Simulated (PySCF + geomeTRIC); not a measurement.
Computed with ωB97X-D3(BJ)/def2-TZVP (PySCF + geomeTRIC). fastk is a local helper that only speeds up exchange builds. No frequencies were computed at this level.

```python
import json, numpy as np
from pyscf import gto, dft
from fastk import lowrank_exchange
atoms = """
F     -0.871444    -1.379265     0.000309
Al     0.000031     0.000041     0.000054
F      1.630282    -0.065096    -0.000046
F     -0.758870     1.444320    -0.000316
"""
def scf(charge, spin, dm0=None):
    mol = gto.M(atom=atoms, basis='def2-tzvp', ecp={}, charge=charge, spin=spin, verbose=3, max_memory=3780)
    mf = dft.KS(mol, xc='wb97x-d3bj').density_fit(auxbasis="def2-universal-jkfit")
    mf.grids.level = 3
    mf.conv_tol = 1e-8
    mf.max_cycle = 60
    mf.kernel(dm0)
    if not mf.converged:
        mf = mf.newton().run(mf.mo_coeff, mf.mo_occ).undo_soscf()
    return mf
mf = scf(0, 0)
from pyscf.geomopt.geometric_solver import kernel as optimize
path = []
done, mol = optimize(mf, maxsteps=80, assert_convergence=False, callback=lambda env: path.append((env["energy"], bool(env["g_scanner"].converged))))
res = dict(converged=bool(done and path[-1][1]), energy=path[-1][0], path=[e for e, c in path], xyz=mol.atom_coords(unit="Angstrom").tolist(), nao=mol.nao)
json.dump(res, open("result.json", "w"))
```

Output:

```
converged SCF energy = -542.364653098703
Geometry optimization cycle 1
converged SCF energy = -542.364653098681
cycle 1: E = -542.364653099  dE = -542.365  norm(grad) = 0.00453585
Geometry optimization cycle 2
converged SCF energy = -542.364682452648
cycle 2: E = -542.364682453  dE = -2.9354e-05  norm(grad) = 0.00106875
Geometry optimization cycle 3
converged SCF energy = -542.364684984725
cycle 3: E = -542.364684985  dE = -2.53208e-06  norm(grad) = 0.000550279
Geometry optimization cycle 4
converged SCF energy = -542.364682132024
cycle 4: E = -542.364682132  dE = 2.8527e-06  norm(grad) = 0.00184158
Geometry optimization cycle 5
converged SCF energy = -542.364684799357
cycle 5: E = -542.364684799  dE = -2.66733e-06  norm(grad) = 0.00134716
Geometry optimization cycle 6
converged SCF energy = -542.364686832759
cycle 6: E = -542.364686833  dE = -2.0334e-06  norm(grad) = 0.000355809
Geometry optimization cycle 7
converged SCF energy = -542.364687463275
cycle 7: E = -542.364687463  dE = -6.30516e-07  norm(grad) = 0.000289727
<class 'geometric.internal.Distance'> : 3
<class 'geometric.internal.Angle'> : 2
<class 'geometric.internal.OutOfPlane'> : 1
<class 'geometric.internal.TranslationX'> : 1
<class 'geometric.internal.TranslationY'> : 1
<class 'geometric.internal.TranslationZ'> : 1
<class 'geometric.internal.RotationA'> : 1
<class 'geometric.internal.RotationB'> : 1
<class 'geometric.internal.RotationC'> : 1
Step    0 : Gradient = 2.268e-03/2.732e-03 (rms/max) Energy = -542.3646530987
Step    1 : Displace = 2.640e-03/3.214e-03 (rms/max) Trust = 1.000e-01 (=) Grad = 5.344e-04/6.853e-04 (rms/max) E (change) = -542.3646824526 (-2.935e-05) Quality = 1.174
Step    2 : Displace = 1.210e-03/1.423e-03 (rms/max) Trust = 1.414e-01 (+) Grad = 2.751e-04/3.858e-04 (rms/max) E (change) = -542.3646849847 (-2.532e-06) Quality = 0.415
Step    3 : Displace = 1.612e-03/2.176e-03 (rms/max) Trust = 1.414e-01 (=) Grad = 9.208e-04/1.118e-03 (rms/max) E (change) = -542.3646821320 (+2.853e-06) Quality = -0.388
Step    4 : Displace = 7.962e-04/1.225e-03 (rms/max) Trust = 8.061e-04 (-) Grad = 6.736e-04/8.470e-04 (rms/max) E (change) = -542.3646847994 (-2.667e-06) Quality = 0.669
Step    5 : Displace = 8.359e-04/9.905e-04 (rms/max) Trust = 8.061e-04 (=) Grad = 1.779e-04/2.436e-04 (rms/max) E (change) = -542.3646868328 (-2.033e-06) Quality = 0.478
Step    6 : Displace = 8.570e-04/1.428e-03 (rms/max) Trust = 8.061e-04 (=) Grad = 1.449e-04/1.792e-04 (rms/max) E (change) = -542.3646874633 (-6.305e-07) Quality = 0.059
Converged! =D
```

Cost: about 50 core-seconds (a rough figure).
